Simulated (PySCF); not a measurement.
# State search for AlN⁺

Unrestricted PBE0; Al pcseg-1, N pcseg-1; no relativity (PySCF 2.14). Outer shells of the fragments: Al+ 3s2; N 2s2 2p3.

Followed along the bond (rough minima from three points):

| 2Ms+1 | unpaired | ⟨S²⟩ at the start | R at minimum (Å) | Te (eV) |
| --- | --- | --- | --- | --- |
| 4 | σ ↑, π ↑↑ | 3.77 | 2.17 | 0.00 |
| 2 | σ ↓, π ↑↑ | 1.76 | 1.96 | 0.53 |
| 2 | σ ↑, π ↑↓ | 1.77 | 2.00 | 0.87 |
| 2 | π ↑ | 1.26 | none in the scan | ≤ 1.32 |

Solutions found at the starting distance of 1.950 Å, counted from the lowest of them; the search is not exhaustive and high or unbound solutions are not listed, so other states can lie among these:

| 2Ms+1 | unpaired | term | E (eV) | ⟨S²⟩ | ⟨Lz²⟩ | μ (D) |
| --- | --- | --- | --- | --- | --- | --- |
| 4 | σ ↑, π ↑↑ | ⁴Σ⁻ | 0.00 | 3.77 | 0.00 | -3.01 |
| 2 | σ ↓, π ↑↑ | mixed | 0.46 | 1.76 | 0.00 | -3.68 |
| 2 | σ ↑, π ↑↓ | mixed | 0.81 | 1.77 | 2.01 | -3.40 |
| 2 | π ↑ | mixed | 1.52 | 1.26 | 1.01 | -5.06 |
| 2 | σ ↑ | mixed | 2.46 | 0.76 | 2.00 | -3.47 |
| 4 | σ ↑↑, π ↑ | ⁴Π | 2.63 | 3.75 | 1.02 | -4.64 |
| 2 | π ↑ | ²Π | 3.80 | 0.75 | 1.00 | 0.84 |
| 4 | π ↑↑↑ | ⁴Π | 4.26 | 3.80 | 1.00 | -3.74 |

A term symbol is given only where ⟨S²⟩ and ⟨Lz²⟩ are close to those of a pure state; real π, δ and φ orbitals otherwise mix terms. A positive dipole points towards N; it is taken about the centre of mass and depends on that origin.

Q: Compare the gap between the two lowest followed solutions at the starting distance with the gap between their minima.

A: At PBE0 the second solution (Ms = 0.5 of mixed spin, unpaired electrons σ ↓, π ↑↑) lies +0.46 eV from the first (quartet, unpaired electrons σ ↑, π ↑↑) at 1.950 Å and +0.53 eV at the minima; the two curves relax by different amounts, since their minima lie near 1.96 and 2.17 Å.

Counting both spins, an empty level lies below a filled one in some of these solutions, because spin and occupation are held.
